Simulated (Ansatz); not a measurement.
in.yaml

```yaml
crystal:
  periodic: [false, false, false]
  atoms:
    - {symbol: Sb, position_ang: [0.000000, 0.000000, 0.000000]}
    - {symbol: H, position_ang: [0.000000, 0.000000, -2.110900]}
    - {symbol: H, position_ang: [0.000000, 0.000000, 2.110900]}
basis:
  gaussian: {orbitals: def2-SVP, point_charges: [{charge: 1.00, position_ang: [3.938, 0.186, 0.735]}]}
magnetization: {spin_polarized: true, initial_magnetization: 1}
correlation: {method: mp2, electrons: outside_noble_gas}
scf: {lower_state_search: off}
```

```sh
$ ansatz run in.yaml --threads 1 --pin off --events-out ev --progress --plain --max-ram 2393MiB
```

The program prints:

```
these checks for a lower state are left out or cut short: stability, starts, cluster_reference, orbital_swaps, neighbouring_geometries, increment
436 factors; integrals over basis functions are off by at most 7.4e-4 eV
mean field evaluation 1: about -6535.9178 eV, gradient 6.2e0 eV
mean field evaluation 2: about -6535.9537 eV, gradient 6.1e0 eV
mean field evaluation 4: about -6536.5520 eV, gradient 1.3e0 eV
mean field evaluation 8: about -6536.6334 eV, gradient 3.5e-1 eV
mean field evaluation 16: about -6538.6399 eV, gradient 5.9e-2 eV
mean field -6538.64766046 eV, -240.2908694673 hartree, gradient 2.0e-6 eV, S^2 1.931996; 0 other end points of the search recorded, 0 dependent functions left out
9 core orbitals not correlated: weight in the atoms' cores, before any rotation towards them, 1.000 or more for the frozen orbitals, at most 0.000 for the correlated occupied ones
reference -6538.64766046 eV, -240.2908694673 hartree; 4, 3 occupied and 23, 24 virtual orbitals, 436 factors
second order -1.71673310 eV of doubles, -0.00000000 eV of singles
Total energy: -6540.36439356 eV, -240.3539582451 hartree
Checks for a lower state left out: stability, starts, cluster_reference, orbital_swaps, neighbouring_geometries, increment
```

Ran on 1 thread of Arm Neoverse V1, shared host: 0.36 s wall, 0.19 GiB peak host memory.
